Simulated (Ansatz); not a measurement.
## Match the barriers

Saddle point of SiPNH8, singlet (SiNH₅ ([NH2][SiH3]) + PH₃ → SiPH₅ ([SiH3][PH2]) + NH₃; bonds formed: Si1–P7, N2–H6; bonds broken: Si1–N2, H6–P7), PBE0-D4/def2-TZVP structure:

```tsv
atom	x (Å)	y (Å)	z (Å)
Si1	-1.0841	-0.5537	0.4773
N2	0.7497	-0.4414	0.7816
H3	-1.7707	0.7220	0.7387
H4	-1.3998	-1.4427	1.6464
H5	-1.4001	-1.3373	-0.7281
H6	0.9031	0.2239	-0.0944
P7	-0.0341	1.1948	-1.6706
H8	1.0012	-0.0041	1.6661
H9	1.2418	-1.3289	0.6984
H10	0.7003	2.3000	-1.1488
H11	1.0930	0.6673	-2.3667
```

Computed with Ansatz 0.2.0 (basis: def2-TZVPP, with def2-QZVPP for the basis limit); correlated methods freeze the cores. B3LYP uses VWN-RPA correlation. Extrapolation: Hartree–Fock as exp(−7.88 √X), correlation as X^−2.97. Four methods, as single points on the PBE0-D4 structures, gave these electronic barriers from the start structure: 31.21, 38.89, 42.88, 53.77 kcal/mol.

Question: The methods were, in alphabetical order, B3LYP-D4, BHLYP-D4, HF, PBE-D4. Which gave which? (Judge from chemistry; the calculation decides.)

Answer: Computed: PBE-D4 31.21; B3LYP-D4 38.89; BHLYP-D4 42.88; HF 53.77 kcal/mol. For comparison, CCSD(T) at an estimated basis limit (MP2 extrapolated from triple and quadruple zeta, plus CCSD(T) − MP2 in triple zeta) gives 39.80 kcal/mol.

The T1 diagnostic stays at or below 0.014. The start structure is not quite a true minimum (one mode of 27i cm⁻¹).

Labels in which every atom is bracketed show which atoms are joined, not bond orders.

For scale, one of the runs: CCSD(T)/def2-TZVPP, 227 basis functions, launched by `ansatz run in.yaml --threads 4 --pin off --events-out ev --progress --plain --max-ram 9574MiB`. Time: 59 s of wall clock on 4 CPU threads of an Arm Neoverse V1; the host was shared. Peak host memory: 3.5 GiB.
